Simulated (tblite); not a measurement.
Run record: tight-binding relaxation, `CP(C)(C)=O`.

Computed with GFN2-xTB geometry optimisation, gas phase (tblite 0.8.0). Start geometry: from a force field or distance geometry. The input is one job of a driver script: a line of settings, then coordinates in Å.

Command:
```bash
OMP_NUM_THREADS=1 python probes_run.py task.json out
```

Input:
```
{"job": {"kind": "relax", "xc": "GFN2-xTB", "basis": "xTB"}, "charge": 0, "multiplicity": 1}
C      1.604200     0.088400    -0.382600
P      0.094400    -0.190700     0.530700
C     -0.853900    -1.332000    -0.436600
C     -0.791200     1.354600     0.500700
O      0.354300    -0.697700     1.939800
H      1.365100     0.453800    -1.391000
H      2.218800     0.840600     0.116000
H      2.179000    -0.828400    -0.468700
H     -1.832800    -1.507500     0.024800
H     -1.033500    -0.932000    -1.440800
H     -0.350800    -2.290300    -0.534300
H     -0.962100     1.676800    -0.517300
H     -0.233100     2.126300     1.043100
H     -1.759100     1.237700     0.994000
```

Output:
```
step      E/eV     max force
  0    -479.98948    4.420
  1    -480.10036    3.285
  2    -480.16845    0.544
  3    -480.17382    0.220
  4    -480.17774    0.083
  5    -480.17821    0.065
  6    -480.17904    0.095
  7    -480.17976    0.143
  8    -480.18051    0.130
  9    -480.18100    0.070
 10    -480.18144    0.061
 11    -480.18191    0.079
 12    -480.18236    0.064
 13    -480.18265    0.032
 14    -480.18287    0.032
 15    -480.18313    0.053
 16    -480.18347    0.076
 17    -480.18376    0.058
 18    -480.18389    0.023
 19    -480.18393    0.020
 20    -480.18395    0.016
 21    -480.18397    0.011
 22    -480.18398    0.005
```

«max force» is the largest atomic force in eV/Å.

Q: From which step on does the largest force stay under 0.1 eV/Å, and how much energy is left to gain from there?

A: From step 9 (0.070 eV/Å), 3.0 meV above the end.

Main results: energy lowered by 4.5 kcal/mol over 22 steps; largest atomic force 0.005 eV/Å at the end.

Q: Give the final coordinates.

A: 0.039 Å rms from the input after alignment:
```
atom  x, y, z in Å
C1     1.6336    0.1011   -0.4091
P2     0.1026   -0.1993    0.5538
C3    -0.8871   -1.3571   -0.4668
C4    -0.8147    1.3876    0.5052
O5     0.3553   -0.6885    1.9148
H6     1.4254    0.4586   -1.4122
H7     2.2307    0.8329    0.1309
H8     2.1894   -0.8332   -0.4541
H9    -1.8356   -1.5249    0.0393
H10   -1.0623   -0.9752   -1.4672
H11   -0.3508   -2.3024   -0.5177
H12   -0.9867    1.7303   -0.5100
H13   -0.2360    2.1269    1.0552
H14   -1.7647    1.2427    1.0157
```

Hardware: one thread, Arm Neoverse V2 (shared host).
Labels such as C1 count atoms from 1, the log's own numbers from 0.
